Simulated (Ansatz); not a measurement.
`O=[N+]([O-])F`, relaxed with RKS PBE0-D4/def2-TZVP in Ansatz 0.2.0 from a PBE-D4/def2-SVP geometry. The force threshold is 0.005 eV/Å; the program also tests the step.

Charge 0, multiplicity 1.

Start:

```xyz
4

O     0.173    1.178    0.385
N    -0.121    0.084    0.032
O    -1.133   -0.515   -0.131
F     1.081   -0.747   -0.286
```

Task: How much energy does the relaxation release, and in how many steps? (Best estimate.)

Result: Computed: 0.06 eV, in 4 steps.

Task: Which bonds change most? (An estimate is asked.)

Result: Computed: N2–F4 from 1.495 to 1.442 Å; N2–O3 from 1.187 to 1.170 Å; O1–N2 from 1.187 to 1.170 Å.

Task: Give the relaxed structure. (An estimate is asked.)

Result: Ansatz gave: 
```xyz
4

O     0.175    1.157    0.378
N    -0.112    0.078    0.030
O    -1.111   -0.511   -0.131
F     1.047   -0.723   -0.277
```
